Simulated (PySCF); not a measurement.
From results back to the method.

Compound: C5H11N.
SMILES: `C=CN(C)CC`

The closed-shell ground state was solved 4 times with PySCF (density fitting, gas phase), always with PBE0, in these basis sets: 6-31G*, def2-SVP, def2-SVPD and def2-TZVP. One conformer (not necessarily the lowest) at the PBE0-D3(BJ)/def2-SVP geometry, without solvent, vibrations or thermal averaging.

```tsv
row	total energy (Eh)	HOMO (eV)	LUMO (eV)	dipole (D)
P	-251.4031	-5.55	0.66	1.79
Q	-251.3890	-5.41	1.40	1.73
R	-251.5604	-5.21	1.72	1.64
S	-251.6570	-5.52	1.07	1.78
```

Problem. Which basis belongs to which row?

Solution. P = def2-SVPD, Q = def2-SVP, R = 6-31G*, S = def2-TZVP. From the lowest total energy up: def2-TZVP (252 functions) 0 eV; 6-31G* (106 functions) +2.63 eV; def2-SVPD (208 functions) +6.91 eV; def2-SVP (139 functions) +7.29 eV.

Shape of the structure used: `[CH2:1]=[CH:2][N:3]([CH3:4])[CH2:5][CH3:6]`: C1–C2–N3–C4 -2°, C2–N3–C5–C6 84°.
